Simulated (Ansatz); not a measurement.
# CHOSi (quartet): B2PLYP, RPA-PBE over vertical spin and charge gaps, cc-pVTZ

Aim: run CHOSi (quartet) with these functionals over vertical spin and charge gaps, and hold them against the top wave-function level at the same points.

Method: cc-pVTZ, all electrons in the functionals, frozen cores in the correlation of double hybrids and RPA; program: Ansatz 0.2.0, Gaussian basis.

Plan: B2PLYP, RPA-PBE, at charge 0, quartet; charge 0, doublet; charge 0, sextet; charge 1, triplet; charge 1, quintet.

## Step 1: The geometry

The geometry is a PBE0/def2-TZVP stationary point (not a proven minimum).

4 atoms, charge 0, spin multiplicity 4.

Atoms are counted from 1 here; the program's logs count them from 0.

Bond lengths: C1–O2 1.268 Å, O2–Si3 1.699 Å, Si3–H4 1.496 Å. Angles: C1–O2–Si3 139.4°, O2–Si3–H4 117.6°.

No dispersion term is added.

The geometry shown and the zero of energy belong to the point charge 0, quartet. The yardstick, UCCSDT(Q), and other wave-function levels (R restricted, U unrestricted, valence and pair active spaces) come from earlier runs.

## Step 2: B2PLYP, charge 0, quartet

in.yaml reads:

```yaml
crystal:
  periodic: [false, false, false]
  atoms:
    - {symbol: C, position_ang: [0.000000, 0.333035, 1.722367]}
    - {symbol: O, position_ang: [0.000000, -0.312160, 0.630489]}
    - {symbol: Si, position_ang: [0.000000, -0.015246, -1.042169]}
    - {symbol: H, position_ang: [0.000000, 1.411369, -1.492570]}
basis:
  gaussian: {orbitals: cc-pVTZ}
magnetization: {spin_polarized: true, initial_magnetization: 3}
hamiltonian: {xc: {name: B2PLYP}}
correlation: {electrons: outside_noble_gas}
```

Launch:

```
> ansatz run in.yaml --threads 2 --pin off --events-out ev --progress --plain --max-ram 24576MiB --backend cuda --devices 0, --max-vram 18GiB
```

The runs that follow: B2PLYP, charge 0, doublet; B2PLYP, charge 0, sextet; B2PLYP, charge 1, triplet; B2PLYP, charge 1, quintet; RPA-PBE, charge 0, quartet; RPA-PBE, charge 0, doublet; RPA-PBE, charge 0, sextet; RPA-PBE, charge 1, triplet; RPA-PBE, charge 1, quintet.

Q: Predict the results of all the runs planned. Wanted: quartet to doublet, UCCSDT(Q); quartet to sextet, UCCSDT(Q); ionisation to the triplet cation, UCCSDT(Q); ionisation to the quintet cation, UCCSDT(Q); largest miss, B2PLYP; largest miss, RPA-PBE.

As calculated:

| quantity | value |
| --- | --- |
| quartet to doublet, UCCSDT(Q) | -31.0 kcal/mol |
| quartet to sextet, UCCSDT(Q) | 90.0 kcal/mol |
| ionisation to the triplet cation, UCCSDT(Q) | 162.2 kcal/mol |
| ionisation to the quintet cation, UCCSDT(Q) | 251.0 kcal/mol |
| largest miss, B2PLYP | +3.0 kcal/mol (quartet to sextet) |
| largest miss, RPA-PBE | -6.5 kcal/mol (quartet to doublet) |

Of the functionals, B2PLYP keep the smallest largest miss at the points compared (at most 3.0 kcal/mol) and RPA-PBE strays most (6.5 kcal/mol, at quartet to doublet). Functionals and the yardstick converge differently with the basis, so part of each miss in cc-pVTZ is the basis.
